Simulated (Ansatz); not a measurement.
# C3H2O: up Jacob's ladder to CCSD(T)

One table from this session's results is given with a row withheld; the runs are named, their logs left out.

Program: Ansatz 0.2.0, Gaussian basis. Level of theory: functionals in def2-TZVPP, the program's frozen cores in correlated methods. These are calculated values, not measurements.

The runs, in order: LDA (SPW92), PBE-D4, revPBE-D4, BLYP-D4, r2SCAN-D4, B97M-V, PBE0-D4, B3LYP-D4, r2SCANh-D4, r2SCAN0-D4, HSE06-D4, BHLYP-D4, CAM-B3LYP-D4, LC-ωPBE, ωB97X-V, ωB97M-V, B2PLYP, PBE-QIDH; CCSD(T)/def2-SVP; CCSD(T)/def2-TZVPP; MP2/def2-QZVPP; extrapolation to the limit; RPA on PBE.

## The geometry

An earlier PBE0-D4 in a triple-zeta def2 set relaxation fixed the geometry.

SMILES `C1=COC=1`, 6 atoms, charge 0, spin multiplicity 1.

Atoms are counted from 1 here; the program's logs count them from 0.

Bond lengths: C1–C2 1.335 Å, C1–C4 1.335 Å, C2–O3 1.537 Å, C2–H5 1.081 Å, O3–C4 1.538 Å, C4–H6 1.081 Å. Angles: C2–C1–C4 122.0°, C1–C2–O3 69.5°, C1–C2–H5 130.0°, O3–C2–H5 117.5°, C2–O3–C4 98.9°, C1–C4–O3 69.5°, C1–C4–H6 130.0°, O3–C4–H6 117.4°.

Set-up of the first run:

The input, in.yaml:

```yaml
crystal:
  periodic: [false, false, false]
  atoms:
    - {symbol: C, position_ang: [0.257726, 0.630011, 0.260394]}
    - {symbol: C, position_ang: [0.769620, 0.161388, -0.880042]}
    - {symbol: O, position_ang: [-0.301467, -0.798713, -0.337396]}
    - {symbol: C, position_ang: [-0.693289, -0.024012, 0.931673]}
    - {symbol: H, position_ang: [1.747868, -0.248491, -1.086285]}
    - {symbol: H, position_ang: [-1.738358, 0.215818, 1.065457]}
basis:
  gaussian: {orbitals: def2-TZVPP}
hamiltonian: {xc: lda}
output: {orbitals: {seedname: orbitals}}
```

Started as:

```bash
> ansatz run in.yaml --threads 2 --pin off --events-out ev --progress --plain --max-ram 4352MiB
```

Among the steps run: LDA; PBE-D4 (GGA); revPBE-D4 (GGA); BLYP-D4 (GGA); r2SCAN-D4 (meta-GGA); B97M-V (meta-GGA); B3LYP-D4 (hybrid); r2SCANh-D4 (hybrid); r2SCAN0-D4 (hybrid); HSE06-D4 (hybrid); BHLYP-D4 (hybrid); CAM-B3LYP-D4 (range-separated); LC-ωPBE (range-separated); ωB97X-V (range-separated); ωB97M-V (range-separated); B2PLYP (double hybrid); PBE-QIDH (double hybrid).

One table of the session follows, with a row left open; its other results are not shown here.

It belongs to the step «Orbital energies across the functionals». 

```
  functional  HOMO (eV)  LUMO (eV)  gap (eV)
 LDA (SPW92)      -5.61      -3.74      1.88
      PBE-D4      -5.48      -3.45      2.03
   revPBE-D4      -5.42      -3.34      2.09
     BLYP-D4      -5.37      -3.37      2.00
   r2SCAN-D4      -5.70      -3.17      2.52
      B97M-V      -5.78      -2.98      2.80
     PBE0-D4          ?          ?         ?
    B3LYP-D4      -6.41      -2.59      3.82
  r2SCANh-D4      -6.11      -2.74      3.37
  r2SCAN0-D4      -6.73      -2.09      4.64
    HSE06-D4      -6.18      -2.65      3.54
    BHLYP-D4      -7.60      -1.05      6.55
CAM-B3LYP-D4      -7.87      -1.12      6.74
     LC-ωPBE      -9.12       0.17      9.29
     ωB97X-V      -8.79       0.11      8.90
     ωB97M-V      -8.68       0.01      8.69
```

Estimate the missing values for PBE0-D4.

As computed: HOMO (eV): -6.58; LUMO (eV): -2.25; gap (eV): 4.32. In the column «HOMO (eV)» it lies between r2SCAN0-D4 (-6.73) and B3LYP-D4 (-6.41).
